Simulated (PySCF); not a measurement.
# Assignment exercise: C₄H₈

Molfile (atoms numbered from 1):
```
C4H8
     RDKit          3D

 12 11  0  0  0  0  0  0  0  0999 V2000
    1.5658   -0.4257   -0.1246 C   0  0  0  0  0  0  0  0  0  0  0  0
    0.6590    0.7532   -0.2283 C   0  0  0  0  0  0  0  0  0  0  0  0
   -0.6608    0.7766   -0.0640 C   0  0  0  0  0  0  0  0  0  0  0  0
   -1.5547   -0.3702    0.2668 C   0  0  0  0  0  0  0  0  0  0  0  0
    2.2909   -0.2858    0.6837 H   0  0  0  0  0  0  0  0  0  0  0  0
    2.1456   -0.5520   -1.0442 H   0  0  0  0  0  0  0  0  0  0  0  0
    1.0312   -1.3561    0.0660 H   0  0  0  0  0  0  0  0  0  0  0  0
    1.1479    1.6961   -0.4632 H   0  0  0  0  0  0  0  0  0  0  0  0
   -1.1589    1.7370   -0.1764 H   0  0  0  0  0  0  0  0  0  0  0  0
   -1.0361   -1.3289    0.2539 H   0  0  0  0  0  0  0  0  0  0  0  0
   -1.9980   -0.2437    1.2602 H   0  0  0  0  0  0  0  0  0  0  0  0
   -2.3873   -0.4282   -0.4404 H   0  0  0  0  0  0  0  0  0  0  0  0
  1  2  1  0
  2  3  2  0
  3  4  1  0
  1  5  1  0
  1  6  1  0
  1  7  1  0
  2  8  1  0
  3  9  1  0
  4 10  1  0
  4 11  1  0
  4 12  1  0
M  END
```

- geometry: PBE0-D3(BJ)/def2-TZVP
- NMR shieldings at PBE0/pcSseg-2/GIAO
- run in PySCF 2.14.0 with density-fitted response routines
- isolated molecule, non-relativistic, a single conformation, rapidly exchanging positions averaged

Chemical shifts δ = σref − σ; ¹³C (186.03 ppm) and ¹H (31.52 ppm) vs TMS, all at this level.

Question: Assign these signals to the numbered atoms. ¹³C{¹H} NMR (computed): δ 136.7, 14.9.

Answer: 
| δ (ppm) | atoms | environment | reason |
| --- | --- | --- | --- |
| 136.7 | C2/C3 | alkene CH | the olefinic region |
| 14.9 | C1/C4 | allylic methyl carbon | aliphatic region, no heteroatom directly attached |

Question: Assign these signals to the numbered atoms. ¹H NMR (600 MHz, computed): δ 5.86 (m, 2H), 1.75 (d, 6H).

Answer: 
| δ (ppm) | atoms | environment | reason |
| --- | --- | --- | --- |
| 5.86 | H8/H9 | hydrogen on an alkene CH | a vinylic proton, deshielded by the sp2 carbon and the C=C anisotropy |
| 1.75 | H5/H6/H7/H10/H11/H12 | hydrogen on an allylic methyl carbon | allylic position |

Shifts are as computed. Against solution values, carbons near 30 ppm lie about +3 ppm off and those near 130 ppm about +9 ppm. Of 1211 compounds with measured shifts, 218 miss one by over three times the rms of a fit or turn the order of signals round; such compounds aren't used in these exercises. Multiplicities follow the n + 1 count of equivalent neighbours, as no J values were calculated; m marks all less simple cases, F and P coupling included.
